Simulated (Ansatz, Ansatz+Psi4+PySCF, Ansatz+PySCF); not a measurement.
```tsv
atom	x (Å)	y (Å)	z (Å)
C	-1.4857	-0.4482	0.0000
C	-0.5050	0.7017	0.0000
N	1.8652	-0.3402	-0.0001
H	-1.3542	-1.0765	-0.8805
H	-1.3542	-1.0766	0.8804
H	-2.5170	-0.0862	0.0000
H	-0.5222	1.3161	-0.8972
H	-0.5222	1.3160	0.8973
H	0.6651	0.1480	0.0000
H	2.2466	0.1597	-0.8048
H	2.2464	0.1591	0.8052
```

Basis set: cc-pVTZ (spherical functions). Correlated methods keep 3 orbitals frozen. Correlation on ROHF uses semicanonical orbitals with singles. Charge 0, multiplicity 2.

Computed with Ansatz (development build ahead of 0.2.0); each method stands on the lowest determinant of its kind that the runs found.

The atomization energy at this shape (free ground-state atoms in the same class of orbitals less the molecule, no zero-point energy) of doublet C2H8N:

| method | atomization energy |
| --- | --- |
| ROHF-MP2 | 37.43 eV |
| UHF-MP2 | 37.25 eV |

**Question.** What does ROHF give?

**Answer.** 27.62 eV.
